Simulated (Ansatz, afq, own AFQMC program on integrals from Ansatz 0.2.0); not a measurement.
# SiH2 (triplet): quantum Monte Carlo beside coupled cluster at distance Si1–H2 = 2.703 Å, cc-pVDZ

The task here is to estimate one member of a computed series from the others.

Method: cc-pVDZ, frozen cores; program: Ansatz 0.2.0, Gaussian basis, and an in-house AFQMC program (afq) on its integrals; all values are calculated.

To be run: Full CI; PBE (unrestricted); r2SCAN (unrestricted); PBE0 (unrestricted); B3LYP (unrestricted); wB97M-V (unrestricted); B2PLYP (unrestricted); CCSD(T) on UHF; Full CI; Full CI (quintet); CCSDT(Q) on UHF; CCSDTQ on UHF; Phaseless AFQMC, CISD trial on UHF; CCSD(T) on ROHF; Full CI; CCSDT(Q) on ROHF; CCSDTQ on ROHF; Phaseless AFQMC, CISD trial on ROHF.

2 further runs of the same task are left out: 2 that didn't finish.

### The geometry

The geometry derives from a PBE0/def2-TZVP stationary point (not a proven minimum). One bond is set to the value named and the two fragments are kept rigid.

3 atoms, charge 0, spin multiplicity 3.

Atoms are counted from 1 here; the program's logs count them from 0.

Bond lengths: Si1–H3 1.486 Å.

The first run:

Contents of in.yaml:

```yaml
crystal:
  periodic: [false, false, false]
  atoms:
    - {symbol: Si, position_ang: [0.000000, -0.071516, 0.035056]}
    - {symbol: H, position_ang: [0.000000, 1.306612, -2.290234]}
    - {symbol: H, position_ang: [0.000000, 0.686136, 1.313430]}
basis:
  gaussian: {orbitals: cc-pVDZ}
magnetization: {spin_polarized: false, initial_magnetization: 2}
correlation: {method: fci, electrons: outside_noble_gas}
```

Command:

```
ansatz run in.yaml --threads 1 --pin off --events-out ev --progress --plain --max-ram 16896MiB --backend cuda --devices 0, --max-vram 18GiB
```

Among the steps run: Full CI; PBE (unrestricted); r2SCAN (unrestricted); PBE0 (unrestricted); B3LYP (unrestricted); wB97M-V (unrestricted); B2PLYP (unrestricted); CCSD(T) on UHF; Full CI (quintet); CCSDT(Q) on UHF; CCSDTQ on UHF; Phaseless AFQMC, CISD trial on UHF; CCSD(T) on ROHF; CCSDT(Q) on ROHF; CCSDTQ on ROHF; Phaseless AFQMC, CISD trial on ROHF.

One of the session's tables, all rows but one given; the rest of the session is left out.

On the ROHF determinant, counted from full CI (exact for this spin and basis):

```
                                                level  from full CI (kcal/mol)
                                                   HF                   +62.93
                                                  MP2                   +18.38
                                                 CCSD                    +2.05
                                              CCSD(T)                    +0.72
                                             CCSDT(Q)                        ?
                                               CCSDTQ                     0.00
                                              full CI                     0.00
Phaseless AFQMC, CISD trial, step 0.005, 4000 walkers                    +0.45
```

Estimate the missing values for CCSDT(Q).

As computed: from full CI (kcal/mol): +0.02. In the column «from full CI (kcal/mol)» it lies between full CI (0.00) and Phaseless AFQMC, CISD trial, step 0.005, 4000 walkers (+0.45).
